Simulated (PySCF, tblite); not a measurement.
Dissociation curve of HCl, singlet.

Computed with: GFN2-xTB, 300 K electronic temperature (tblite); RHF/6-31G* = restricted Hartree-Fock/6-31G*, spherical d (PySCF 2.14.0); RKS-PBE0 = PySCF with restricted PBE0/cc-pVTZ; UKS-PBE0 = PySCF 2.14.0 with unrestricted PBE0/cc-pVTZ; UKS-wB97X-V = unrestricted wB97X-V/cc-pVTZ (PySCF).

Energies are in kcal/mol, each relative to the lowest point of its own curve near equilibrium.

```tsv
R / Å	GFN2-xTB	RHF/6-31G*	RKS-PBE0	UKS-PBE0	UKS-wB97X-V
0.95	66.1	80.6	79.6	79.6	79.5
1.01	36.4	46.3	46.7	46.7	46.5
1.10	12.4	16.1	17.2	17.2	17.1
1.14	6.7	8.5	9.6	9.6	9.5
1.22	1.0	0.9	1.5	1.5	1.5
1.25	0.2	0.0	0.4	0.4	(withheld)
1.28	0.0	0.0	0.0	0.0	0.0
1.32	0.4	1.0	0.5	0.5	(withheld)
1.34	(withheld)	1.9	1.2	1.2	1.3
1.40	3.2	5.8	4.3	4.3	4.6
1.50	8.9	(withheld)	12.4	12.4	12.9
1.58	14.5	23.9	20.3	20.3	21.1
1.74	(withheld)	42.8	37.8	37.8	39.2
1.93	43.2	65.0	58.5	58.5	60.9
2.12	57.8	85.6	77.2	76.3	79.6
2.30	69.9	103.3	92.7	86.9	90.2
2.59	85.2	127.7	112.7	96.2	98.9
2.82	93.7	143.7	124.8	99.8	102.1
3.11	100.6	160.1	136.2	102.2	104.0
3.47	—	175.7	146.0	103.5	104.9
3.83	—	187.0	152.4	104.0	105.2
4.50	—	(withheld)	159.0	104.2	105.4
5.09	—	207.4	161.9	104.2	105.4
```

Task: What belongs in the gaps?

Result: 
- 1.25, UKS-wB97X-V: 0.3
- 1.32, UKS-wB97X-V: 0.6
- 1.34, GFN2-xTB: 0.9
- 1.50, RHF/6-31G*: 15.1
- 1.74, GFN2-xTB: 27.4
- 4.50, RHF/6-31G*: 200.5

Dashes: no converged value, or the column stops at the first point that the program doubted or that broke a chosen test of continuity, which isn't proof of a fault.

The restricted form behind RHF/6-31G*, RKS-PBE0 keeps the bonding electrons paired and can't separate into open-shell fragments. At the longest distance RKS-PBE0 leaves fractional charges on the fragments, a sign of delocalisation error or of the restricted form. The unrestricted determinant behind UKS-PBE0, UKS-wB97X-V is spin-contaminated at 2.12 to 5.09 Å (<S²> up to 1.0, against 0.00 for a pure singlet).
